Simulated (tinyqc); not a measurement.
Inside a calculation (part 1 of 2). Method: UHF in the sto-6g basis, for BH, spin multiplicity 3. This run ends on a higher stationary point, not on the lowest solution. Computed by tinyqc, a small Python program that keeps every step (integrals from PySCF). Settings: charge = 0, multiplicity = 3, basis = sto-6g, energy threshold = 1e-10, iteration cap = 66, orthogonalisation = symmetric, start = Wolfsberg-Helmholz matrix, DIIS depth = 0, method = UHF. Command: `OMP_NUM_THREADS=1 python tinyqc.py 27361 27362 out.jsonl` (the two numbers bound the seeds that draw the settings). One thread of a shared host (Intel(R) Xeon(R) Processor @ 2.60GHz), about 0.1 s of CPU time with the checks. Later iterations appear only in the table of the cycle.

## One-electron integrals

Geometry (angstrom):
```
atom        x        y        z
B     0.00000  0.00000  0.00000
H     0.00000  0.00000  1.12700
```

Basis sto-6g: exponents (1/bohr^2) and contraction coefficients of normalised primitives:
```
element  l (shell)   exponent  coefficient
B            s (1)  506.01115      0.00916
B            s (1)   92.77681      0.04936
B            s (1)   25.95566      0.16854
B            s (1)    8.91645      0.37056
B            s (1)    3.46251      0.41649
B            s (1)    1.42605      0.13033
B            s (2)   23.19458     -0.01325
B            s (2)    4.59081     -0.04699
B            s (2)    1.42682     -0.03379
B            s (2)    0.54895      0.25024
B            s (2)    0.23841      0.59512
B            s (2)    0.10928      0.24071
B            p (3)   23.19458      0.00376
B            p (3)    4.59081      0.03768
B            p (3)    1.42682      0.17390
B            p (3)    0.54895      0.41804
B            p (3)    0.23841      0.42586
B            p (3)    0.10928      0.10171
H            s (1)   35.52322      0.00916
H            s (1)    6.51314      0.04936
H            s (1)    1.82214      0.16854
H            s (1)    0.62596      0.37056
H            s (1)    0.24308      0.41649
H            s (1)    0.10011      0.13033
```

Overlap, kinetic and nuclear-attraction integrals over the contracted functions; the nuclear repulsion is the sum of Za Zb / Rab.

nuclear repulsion = 2.3477250 hartree

overlap S, lower triangle:
```
          1B 1s    1B 2s   1B 2px   1B 2py   1B 2pz    2H 1s
1B 1s   1.00000
1B 2s   0.26489  1.00000
1B 2px  0.00000  0.00000  1.00000
1B 2py  0.00000  0.00000  0.00000  1.00000
1B 2pz  0.00000  0.00000  0.00000  0.00000  1.00000
2H 1s   0.07957  0.50911  0.00000  0.00000  0.50848  1.00000
```

kinetic energy T (hartree), lower triangle:
```
           1B 1s    1B 2s   1B 2px   1B 2py   1B 2pz    2H 1s
1B 1s   10.94724
1B 2s   -0.33388  0.37450
1B 2px   0.00000  0.00000  1.12503
1B 2py   0.00000  0.00000  0.00000  1.12503
1B 2pz   0.00000  0.00000  0.00000  0.00000  1.12503
2H 1s   -0.00919  0.10496  0.00000  0.00000  0.26203  0.76852
```

nuclear attraction V (hartree), lower triangle:
```
            1B 1s     1B 2s    1B 2px    1B 2py    1B 2pz     2H 1s
1B 1s   -23.86127
1B 2s    -2.86856  -4.19850
1B 2px    0.00000   0.00000  -4.15420
1B 2py    0.00000   0.00000   0.00000  -4.15420
1B 2pz   -0.02177  -0.17346   0.00000   0.00000  -4.28662
2H 1s    -0.96450  -1.97700   0.00000   0.00000  -1.91653  -3.54383
```

core Hamiltonian H = T + V (hartree), lower triangle:
```
            1B 1s     1B 2s    1B 2px    1B 2py    1B 2pz     2H 1s
1B 1s   -12.91402
1B 2s    -3.20244  -3.82400
1B 2px    0.00000   0.00000  -3.02917
1B 2py    0.00000   0.00000   0.00000  -3.02917
1B 2pz   -0.02177  -0.17346   0.00000   0.00000  -3.16159
2H 1s    -0.97369  -1.87204   0.00000   0.00000  -1.65450  -2.77531
```

## Two-electron integrals

Functions are numbered as in S; the eight-fold symmetry (ij|kl) = (ji|kl) = (kl|ij) leaves the list below.

Two-electron integrals (ij|kl) in chemists' order, unique and non-zero (hartree):
```
(11|11) 2.92499   (21|11) 0.48076   (21|21) 0.09948   (22|11) 0.74345
(22|21) 0.18897   (22|22) 0.54492   (31|31) 0.02110   (32|31) 0.03085
(32|32) 0.12044   (33|11) 0.74345   (33|21) 0.18897   (33|22) 0.54492
(33|33) 0.58711   (41|41) 0.02110   (42|41) 0.03085   (42|42) 0.12044
(43|43) 0.03164   (44|11) 0.74345   (44|21) 0.18897   (44|22) 0.54492
(44|33) 0.52383   (44|44) 0.58711   (51|51) 0.02110   (52|51) 0.03085
(52|52) 0.12044   (53|53) 0.03164   (54|54) 0.03164   (55|11) 0.74345
(55|21) 0.18897   (55|22) 0.54492   (55|33) 0.52383   (55|44) 0.52383
(55|55) 0.58711   (61|11) 0.15073   (61|21) 0.03015   (61|22) 0.05658
(61|33) 0.05627   (61|44) 0.05627   (61|51) 0.00236   (61|52) 0.00444
(61|55) 0.05720   (61|61) 0.00948   (62|11) 0.31306   (62|21) 0.08063
(62|22) 0.25037   (62|33) 0.24376   (62|44) 0.24376   (62|51) 0.00940
(62|52) 0.05212   (62|55) 0.26357   (62|61) 0.02578   (62|62) 0.15054
(63|31) 0.00910   (63|32) 0.03967   (63|53) 0.01014   (63|63) 0.01807
(64|41) 0.00910   (64|42) 0.03967   (64|54) 0.01014   (64|64) 0.01807
(65|11) 0.27748   (65|21) 0.07258   (65|22) 0.23753   (65|33) 0.22494
(65|44) 0.22494   (65|51) 0.01646   (65|52) 0.08519   (65|55) 0.26271
(65|61) 0.02458   (65|62) 0.16784   (65|65) 0.20127   (66|11) 0.45991
(66|21) 0.12099   (66|22) 0.41967   (66|33) 0.39466   (66|44) 0.39466
(66|51) 0.01868   (66|52) 0.13137   (66|55) 0.46969   (66|61) 0.03987
(66|62) 0.31020   (66|65) 0.37825   (66|66) 0.77500
```

## Orthogonalisation

S = U s U^T; symmetric (Loewdin) form X = U s^(-1/2) U^T, so that X^T S X = 1.

eigenvalues of S: 0.27158  0.79857  1.00000  1.00000  1.16077  1.76908

X, lower triangle:
```
           1B 1s     1B 2s   1B 2px   1B 2py    1B 2pz    2H 1s
1B 1s    1.02910
1B 2s   -0.15178   1.19789
1B 2px   0.00000   0.00000  1.00000
1B 2py   0.00000   0.00000  0.00000  1.00000
1B 2pz  -0.01283   0.16657  0.00000  0.00000   1.16309
2H 1s    0.02435  -0.40609  0.00000  0.00000  -0.39892  1.32786
```

## Starting guess

The start is the generalised Wolfsberg-Helmholz matrix (K = 1.75) built on H; D(s) = C_occ C_occ^T for each spin.

D(alpha) at the start, lower triangle:
```
           1B 1s    1B 2s   1B 2px   1B 2py   1B 2pz    2H 1s
1B 1s    0.99704
1B 2s   -0.00519  0.14200
1B 2px   0.00000  0.00000  1.00000
1B 2py   0.00000  0.00000  0.00000  1.00000
1B 2pz  -0.06788  0.17302  0.00000  0.00000  0.21463
2H 1s   -0.09550  0.18338  0.00000  0.00000  0.22894  0.24474
```

D(beta) at the start, lower triangle:
```
           1B 1s    1B 2s   1B 2px   1B 2py   1B 2pz    2H 1s
1B 1s    0.99704
1B 2s   -0.00519  0.14200
1B 2px   0.00000  0.00000  0.00000
1B 2py   0.00000  0.00000  0.00000  0.00000
1B 2pz  -0.06788  0.17302  0.00000  0.00000  0.21463
2H 1s   -0.09550  0.18338  0.00000  0.00000  0.22894  0.24474
```

## Iteration 1: building the Fock matrix

J_ij = sum D_kl (ij|kl) with D = D(alpha) + D(beta), K_ij = sum D_kl (ik|jl) for each spin; F = H + J - K(s); E = tr D H + tr D J / 2 - 0.5 sum_s tr D(s) K(s) + E_nn.

Coulomb J (hartree), lower triangle:
```
          1B 1s    1B 2s   1B 2px   1B 2py   1B 2pz    2H 1s
1B 1s   8.49111
1B 2s   1.64262  3.54206
1B 2px  0.00000  0.00000  3.52560
1B 2py  0.00000  0.00000  0.00000  3.52560
1B 2pz  0.04584  0.25383  0.00000  0.00000  3.57496
2H 1s   0.51284  1.73398  0.00000  0.00000  1.71959  3.04860
```

exchange K(alpha) (hartree), lower triangle:
```
           1B 1s    1B 2s   1B 2px   1B 2py   1B 2pz    2H 1s
1B 1s    2.95785
1B 2s    0.57198  0.57847
1B 2px   0.00000  0.00000  0.68523
1B 2py   0.00000  0.00000  0.00000  0.68523
1B 2pz  -0.00358  0.26641  0.00000  0.00000  0.42476
2H 1s    0.17862  0.44238  0.00000  0.00000  0.43861  0.63367
```

exchange K(beta) (hartree), lower triangle:
```
           1B 1s    1B 2s   1B 2px   1B 2py   1B 2pz    2H 1s
1B 1s    2.91566
1B 2s    0.51027  0.33759
1B 2px   0.00000  0.00000  0.06648
1B 2py   0.00000  0.00000  0.00000  0.06648
1B 2pz  -0.00358  0.26641  0.00000  0.00000  0.36147
2H 1s    0.16042  0.36304  0.00000  0.00000  0.41833  0.59752
```

F(alpha) (hartree), lower triangle:
```
           1B 1s     1B 2s    1B 2px    1B 2py    1B 2pz     2H 1s
1B 1s   -7.38076
1B 2s   -2.13181  -0.86042
1B 2px   0.00000   0.00000  -0.18881
1B 2py   0.00000   0.00000   0.00000  -0.18881
1B 2pz   0.02764  -0.18604   0.00000   0.00000  -0.01138
2H 1s   -0.63947  -0.58044   0.00000   0.00000  -0.37352  -0.36038
```

F(beta) (hartree), lower triangle:
```
           1B 1s     1B 2s   1B 2px   1B 2py    1B 2pz     2H 1s
1B 1s   -7.33857
1B 2s   -2.07010  -0.61954
1B 2px   0.00000   0.00000  0.42994
1B 2py   0.00000   0.00000  0.00000  0.42994
1B 2pz   0.02764  -0.18604  0.00000  0.00000   0.05190
2H 1s   -0.62127  -0.50110  0.00000  0.00000  -0.35324  -0.32423
```

total energy of this density = -24.7417942 hartree

## Iteration 1: diagonalisation and new density

Diagonalise F' = X^T F X, C = X C', fill 4 alpha and 2 beta electrons from the bottom; D(s) = C_occ C_occ^T. Each column has its largest component positive (the first on a tie).

F' = X^T F X (alpha) (hartree), lower triangle:
```
          1         2         3         4         5        6
1  -7.19964
2  -1.13841  -0.22846
3   0.00000   0.00000  -0.18881
4   0.00000   0.00000   0.00000  -0.18881
5   0.03237   0.04654   0.00000   0.00000   0.25556
6  -0.11598  -0.47629   0.00000   0.00000  -0.50352  0.17818
```

orbital energies (alpha) (hartree): MO1 -7.38569, MO2 -0.52444, MO3 -0.18881, MO4 -0.18881, MO5 0.05331, MO6 0.86247

coefficients C (alpha):
```
             MO1       MO2       MO3      MO4       MO5       MO6
1B 1s    0.99230  -0.19488   0.00000  0.00000  -0.21234   0.12294
1B 2s    0.02957   0.52650   0.00000  0.00000   0.81771  -0.83899
1B 2px   0.00000   0.00000   0.92117  0.38916   0.00000   0.00000
1B 2py   0.00000   0.00000  -0.38916  0.92117   0.00000   0.00000
1B 2pz  -0.00024   0.30432   0.00000  0.00000  -0.59011  -1.04833
2H 1s   -0.00595   0.49408   0.00000  0.00000  -0.29909   1.32448
```

F' = X^T F X (beta) (hartree), lower triangle:
```
          1         2        3        4         5        6
1  -7.16834
2  -1.11207   0.02576
3   0.00000   0.00000  0.42994
4   0.00000   0.00000  0.00000  0.42994
5   0.03345   0.05729  0.00000  0.00000   0.32417
6  -0.11703  -0.46852  0.00000  0.00000  -0.50331  0.18465
```

orbital energies (beta) (hartree): MO1 -7.34103, MO2 -0.42473, MO3 0.19971, MO4 0.42994, MO5 0.42994, MO6 0.93229

coefficients C (beta):
```
             MO1       MO2       MO3      MO4       MO5       MO6
1B 1s    0.99478  -0.15458  -0.22219  0.00000   0.00000   0.14142
1B 2s    0.02002   0.37189   0.82743  0.00000   0.00000  -0.90955
1B 2px   0.00000   0.00000   0.00000  0.97239  -0.23336   0.00000
1B 2py   0.00000   0.00000   0.00000  0.23336   0.97239   0.00000
1B 2pz  -0.00180   0.32558  -0.60729  0.00000   0.00000  -1.03200
2H 1s   -0.00311   0.59530  -0.15460  0.00000   0.00000   1.30750
```

D(alpha) after iteration 1, lower triangle:
```
           1B 1s    1B 2s   1B 2px   1B 2py   1B 2pz    2H 1s
1B 1s    1.02264
1B 2s   -0.07327  0.27808
1B 2px   0.00000  0.00000  1.00000
1B 2py   0.00000  0.00000  0.00000  1.00000
1B 2pz  -0.05955  0.16022  0.00000  0.00000  0.09261
2H 1s   -0.10219  0.25996  0.00000  0.00000  0.15036  0.24415
```

D(beta) after iteration 1, lower triangle:
```
           1B 1s    1B 2s   1B 2px   1B 2py   1B 2pz    2H 1s
1B 1s    1.01348
1B 2s   -0.03757  0.13870
1B 2px   0.00000  0.00000  0.00000
1B 2py   0.00000  0.00000  0.00000  0.00000
1B 2pz  -0.05211  0.12104  0.00000  0.00000  0.10600
2H 1s   -0.09511  0.22132  0.00000  0.00000  0.19382  0.35439
```

Within a degenerate level the vectors are fixed only up to a rotation; this is one choice.

## Iteration 2: building the Fock matrix

As before.

Coulomb J (hartree), lower triangle:
```
          1B 1s    1B 2s   1B 2px   1B 2py   1B 2pz    2H 1s
1B 1s   8.50162
1B 2s   1.63913  3.53041
1B 2px  0.00000  0.00000  3.51745
1B 2py  0.00000  0.00000  0.00000  3.51745
1B 2pz  0.04327  0.24655  0.00000  0.00000  3.55633
2H 1s   0.51152  1.72692  0.00000  0.00000  1.71100  3.04395
```

exchange K(alpha) (hartree), lower triangle:
```
           1B 1s    1B 2s   1B 2px   1B 2py   1B 2pz    2H 1s
1B 1s    2.98048
1B 2s    0.55597  0.64373
1B 2px   0.00000  0.00000  0.69845
1B 2py   0.00000  0.00000  0.00000  0.69845
1B 2pz  -0.00181  0.25385  0.00000  0.00000  0.33726
2H 1s    0.17403  0.47340  0.00000  0.00000  0.37858  0.60951
```

exchange K(beta) (hartree), lower triangle:
```
          1B 1s    1B 2s   1B 2px   1B 2py   1B 2pz    2H 1s
1B 1s   2.93328
1B 2s   0.49459  0.34402
1B 2px  0.00000  0.00000  0.06529
1B 2py  0.00000  0.00000  0.00000  0.06529
1B 2pz  0.00018  0.25247  0.00000  0.00000  0.30575
2H 1s   0.15848  0.38037  0.00000  0.00000  0.40153  0.63896
```

F(alpha) (hartree), lower triangle:
```
           1B 1s     1B 2s    1B 2px    1B 2py    1B 2pz     2H 1s
1B 1s   -7.39289
1B 2s   -2.11928  -0.93733
1B 2px   0.00000   0.00000  -0.21018
1B 2py   0.00000   0.00000   0.00000  -0.21018
1B 2pz   0.02331  -0.18076   0.00000   0.00000   0.05748
2H 1s   -0.63620  -0.61853   0.00000   0.00000  -0.32209  -0.34087
```

F(beta) (hartree), lower triangle:
```
           1B 1s     1B 2s   1B 2px   1B 2py    1B 2pz     2H 1s
1B 1s   -7.34568
1B 2s   -2.05790  -0.63761
1B 2px   0.00000   0.00000  0.42299
1B 2py   0.00000   0.00000  0.00000  0.42299
1B 2pz   0.02132  -0.17938  0.00000  0.00000   0.08899
2H 1s   -0.62065  -0.52550  0.00000  0.00000  -0.34503  -0.37032
```

total energy of this density = -24.8158444 hartree

## Iteration 2: diagonalisation and new density

As before.

F' = X^T F X (alpha) (hartree), lower triangle:
```
          1         2         3         4         5        6
1  -7.21759
2  -1.11246  -0.30569
3   0.00000   0.00000  -0.21018
4   0.00000   0.00000   0.00000  -0.21018
5   0.02721   0.04873   0.00000   0.00000   0.30918
6  -0.11204  -0.50381   0.00000   0.00000  -0.47055  0.19922
```

orbital energies (alpha) (hartree): MO1 -7.39701, MO2 -0.55156, MO3 -0.21018, MO4 -0.21018, MO5 0.06468, MO6 0.86900

coefficients C (alpha):
```
             MO1       MO2       MO3      MO4       MO5       MO6
1B 1s    0.99293  -0.22093   0.00000  0.00000  -0.18445   0.11874
1B 2s    0.02726   0.63574   0.00000  0.00000   0.75212  -0.82464
1B 2px   0.00000   0.00000  -0.45407  0.89096   0.00000   0.00000
1B 2py   0.00000   0.00000   0.89096  0.45407   0.00000   0.00000
1B 2pz   0.00010   0.22742   0.00000  0.00000  -0.60979  -1.05653
2H 1s   -0.00551   0.44289   0.00000  0.00000  -0.38273   1.32105
```

F' = X^T F X (beta) (hartree), lower triangle:
```
          1         2        3        4         5        6
1  -7.17971
2  -1.09576   0.01433
3   0.00000   0.00000  0.42299
4   0.00000   0.00000  0.00000  0.42299
5   0.02569   0.07241  0.00000  0.00000   0.36487
6  -0.11595  -0.48006  0.00000  0.00000  -0.49396  0.12601
```

orbital energies (beta) (hartree): MO1 -7.34760, MO2 -0.44917, MO3 0.19528, MO4 0.42299, MO5 0.42299, MO6 0.92700

coefficients C (beta):
```
             MO1       MO2       MO3       MO4      MO5       MO6
1B 1s    0.99538  -0.15775  -0.21680   0.00000  0.00000   0.14200
1B 2s    0.01763   0.37350   0.82982   0.00000  0.00000  -0.90676
1B 2px   0.00000   0.00000   0.00000   0.98276  0.18488   0.00000
1B 2py   0.00000   0.00000   0.00000  -0.18488  0.98276   0.00000
1B 2pz  -0.00137   0.26763  -0.59954   0.00000  0.00000  -1.05297
2H 1s   -0.00233   0.63162  -0.20200   0.00000  0.00000   1.28378
```

D(alpha) after iteration 2, lower triangle:
```
           1B 1s    1B 2s   1B 2px   1B 2py   1B 2pz    2H 1s
1B 1s    1.03472
1B 2s   -0.11339  0.40491
1B 2px   0.00000  0.00000  1.00000
1B 2py   0.00000  0.00000  0.00000  1.00000
1B 2pz  -0.05015  0.14458  0.00000  0.00000  0.05172
2H 1s   -0.10332  0.28142  0.00000  0.00000  0.10072  0.19619
```

D(beta) after iteration 2, lower triangle:
```
           1B 1s    1B 2s   1B 2px   1B 2py   1B 2pz    2H 1s
1B 1s    1.01568
1B 2s   -0.04137  0.13981
1B 2px   0.00000  0.00000  0.00000
1B 2py   0.00000  0.00000  0.00000  0.00000
1B 2pz  -0.04358  0.09994  0.00000  0.00000  0.07163
2H 1s   -0.10195  0.23587  0.00000  0.00000  0.16904  0.39895
```

Within a degenerate level the vectors are fixed only up to a rotation; this is one choice.

## Iteration 3: building the Fock matrix

As before.

Coulomb J (hartree), lower triangle:
```
          1B 1s    1B 2s   1B 2px   1B 2py   1B 2pz    2H 1s
1B 1s   8.51759
1B 2s   1.64132  3.53348
1B 2px  0.00000  0.00000  3.52359
1B 2py  0.00000  0.00000  0.00000  3.52359
1B 2pz  0.03989  0.22936  0.00000  0.00000  3.55325
2H 1s   0.51163  1.71740  0.00000  0.00000  1.69398  3.01202
```

exchange K(alpha) (hartree), lower triangle:
```
           1B 1s    1B 2s   1B 2px   1B 2py   1B 2pz    2H 1s
1B 1s    2.98925
1B 2s    0.55129  0.69213
1B 2px   0.00000  0.00000  0.71002
1B 2py   0.00000  0.00000  0.00000  0.71002
1B 2pz  -0.00156  0.22627  0.00000  0.00000  0.29420
2H 1s    0.17155  0.47507  0.00000  0.00000  0.32409  0.55213
```

exchange K(beta) (hartree), lower triangle:
```
          1B 1s    1B 2s   1B 2px   1B 2py   1B 2pz    2H 1s
1B 1s   2.93456
1B 2s   0.49205  0.34957
1B 2px  0.00000  0.00000  0.06548
1B 2py  0.00000  0.00000  0.00000  0.06548
1B 2pz  0.00054  0.24279  0.00000  0.00000  0.28371
2H 1s   0.15732  0.38551  0.00000  0.00000  0.39006  0.64963
```

F(alpha) (hartree), lower triangle:
```
           1B 1s     1B 2s    1B 2px    1B 2py    1B 2pz     2H 1s
1B 1s   -7.38569
1B 2s   -2.11241  -0.98266
1B 2px   0.00000   0.00000  -0.21561
1B 2py   0.00000   0.00000   0.00000  -0.21561
1B 2pz   0.01967  -0.17037   0.00000   0.00000   0.09746
2H 1s   -0.63361  -0.62971   0.00000   0.00000  -0.28461  -0.31542
```

F(beta) (hartree), lower triangle:
```
           1B 1s     1B 2s   1B 2px   1B 2py    1B 2pz     2H 1s
1B 1s   -7.33099
1B 2s   -2.05317  -0.64009
1B 2px   0.00000   0.00000  0.42894
1B 2py   0.00000   0.00000  0.00000  0.42894
1B 2pz   0.01757  -0.18689  0.00000  0.00000   0.10794
2H 1s   -0.61938  -0.54015  0.00000  0.00000  -0.35058  -0.41292
```

total energy of this density = -24.8376117 hartree

## Iteration 3: diagonalisation and new density

As before.

F' = X^T F X (alpha) (hartree), lower triangle:
```
          1         2         3         4         5        6
1  -7.21281
2  -1.09988  -0.35730
3   0.00000   0.00000  -0.21561
4   0.00000   0.00000   0.00000  -0.21561
5   0.02186   0.05277   0.00000   0.00000   0.33689
6  -0.10944  -0.50926   0.00000   0.00000  -0.44568  0.21879
```

orbital energies (alpha) (hartree): MO1 -7.38960, MO2 -0.56431, MO3 -0.21561, MO4 -0.21561, MO5 0.07381, MO6 0.86568

coefficients C (alpha):
```
             MO1       MO2       MO3      MO4       MO5       MO6
1B 1s    0.99306  -0.23521   0.00000  0.00000  -0.16707   0.11590
1B 2s    0.02691   0.69841   0.00000  0.00000   0.70777  -0.81313
1B 2px   0.00000   0.00000  -0.59213  0.80584   0.00000   0.00000
1B 2py   0.00000   0.00000   0.80584  0.59213   0.00000   0.00000
1B 2pz   0.00073   0.18538   0.00000  0.00000  -0.61526  -1.06156
2H 1s   -0.00587   0.40280   0.00000  0.00000  -0.42968   1.31945
```

F' = X^T F X (beta) (hartree), lower triangle:
```
          1         2        3        4         5        6
1  -7.16547
2  -1.09353   0.01524
3   0.00000   0.00000  0.42894
4   0.00000   0.00000  0.00000  0.42894
5   0.02171   0.06959  0.00000  0.00000   0.38795
6  -0.11298  -0.48102  0.00000  0.00000  -0.49115  0.07281
```

orbital energies (beta) (hartree): MO1 -7.33288, MO2 -0.47630, MO3 0.20760, MO4 0.42894, MO5 0.42894, MO6 0.91211

coefficients C (beta):
```
             MO1       MO2       MO3      MO4       MO5       MO6
1B 1s    0.99539  -0.15557  -0.21827  0.00000   0.00000   0.14213
1B 2s    0.01773   0.35657   0.84416  0.00000   0.00000  -0.90031
1B 2px   0.00000   0.00000   0.00000  0.99577  -0.09191   0.00000
1B 2py   0.00000   0.00000   0.00000  0.09191   0.99577   0.00000
1B 2pz  -0.00069   0.24110  -0.58197  0.00000   0.00000  -1.06911
2H 1s   -0.00269   0.65958  -0.22712  0.00000   0.00000   1.26539
```

D(alpha) after iteration 3, lower triangle:
```
           1B 1s    1B 2s   1B 2px   1B 2py   1B 2pz    2H 1s
1B 1s    1.04150
1B 2s   -0.13755  0.48851
1B 2px   0.00000  0.00000  1.00000
1B 2py   0.00000  0.00000  0.00000  1.00000
1B 2pz  -0.04288  0.12949  0.00000  0.00000  0.03437
2H 1s   -0.10057  0.28116  0.00000  0.00000  0.07467  0.16228
```

D(beta) after iteration 3, lower triangle:
```
           1B 1s    1B 2s   1B 2px   1B 2py   1B 2pz    2H 1s
1B 1s    1.01500
1B 2s   -0.03782  0.12746
1B 2px   0.00000  0.00000  0.00000
1B 2py   0.00000  0.00000  0.00000  0.00000
1B 2pz  -0.03819  0.08596  0.00000  0.00000  0.05813
2H 1s   -0.10529  0.23514  0.00000  0.00000  0.15903  0.43505
```

Within a degenerate level the vectors are fixed only up to a rotation; this is one choice.
